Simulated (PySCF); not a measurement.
C2F3N: core ionisation energies

C₂F₃N.
Numbering: `[C-:1]#[N+:2][C:3]([F:4])([F:5])[F:6]`

Computed with delta-SCF UKS SCAN, pcX-3 on the ionised atom, pcseg-2 elsewhere, spin-free X2C in PySCF 2.14.0. Vertical ΔSCF values, vacuum level as zero.

**Question.** List the computed XPS lines with their assignment.

**Answer.** 
| atom(s) | bonded to | level | binding energy (eV) | above the level's lowest (eV) | count |
| --- | --- | --- | --- | --- | --- |
| F4/F5/F6 | C | F 1s | 695.16 | 0.00 | 3 |
| N2 | C (triple bond) and C | N 1s | 407.90 | 0.00 | 1 |
| C3 | 3 F and N | C 1s | 301.01 | +6.88 | 1 |
| C1 | N (triple bond) | C 1s | 294.13 | 0.00 | 1 |

The listed C 1s values span 6.88 eV, from C1 (bonded to N (triple bond)) to C3 (bonded to 3 F and N). Summing the Pauling electronegativity differences to the bonded atoms, each weighted by its formal bond order, gives +1.47 for the lowest site and +4.78 for the highest.

**Question.** Which photon energy gives electrons from C 1s of C3 a kinetic energy of 100 eV, and what is their de Broglie wavelength?

**Answer.** hν = 301.01 + 100 = 401.01 eV, recoil neglected; λ = 12.264 Å/√(E/eV) = 1.23 Å.

**Question.** Give the binding energy of C 1s of C3 in hartree and in kJ/mol.

**Answer.** 301.01 eV = 11.0619 Eh = 29043 kJ/mol.

The first atom of each set that the bonding makes equivalent was ionised and stands for the set. The unrestricted hole states depart most from a pure doublet (⟨S²⟩ = 0.75; over 0.85 named) for C 1s of C1 (0.88), which makes this value less certain. Isolated species at its PBE0-D3(BJ)/def2-TZVP geometry, gas phase.
